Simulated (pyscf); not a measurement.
Optimised with ωB97X-D3(BJ)/def2-SVP in PySCF.

Q: Estimate by transition-state theory the rate constant of H₂B–CH₃ (SMILES BC) + CH₄ (SMILES C) → H₃C–BH–CH₃ (SMILES CBC) + H₂ (SMILES [H][H]) (singlet surface; B–H, C–H broken, B–C, H–H formed) at 900 K, with ωB97M-D3(BJ)/def2-TZVP energies (ideal gas, 1 atm, RRHO with modes under 100 cm⁻¹ raised to 100, one conformer, R ln 2 for chiral ones without a mode under 150 cm⁻¹; no tunnelling).

A: The electronic barrier is 23.9 kcal/mol and the thermal terms add +31.3, so ΔG‡ = 55.2 kcal/mol. With k_BT/h = 1.88e+13 s⁻¹ and RT = 1.788 kcal/mol, and a volume of 1.23e-19 cm³ per molecule at 1 atm, k = 9.1e-20 cm³ molecule⁻¹ s⁻¹. Wigner's tunnelling factor for 1120i cm⁻¹ would be 1.13. A shift of 1 kcal/mol in the barrier changes k by a factor 1.7. At the saddle there is also a short B–H contact that neither side keeps. This is the saddle that the search found; another between the same sides may lie lower.
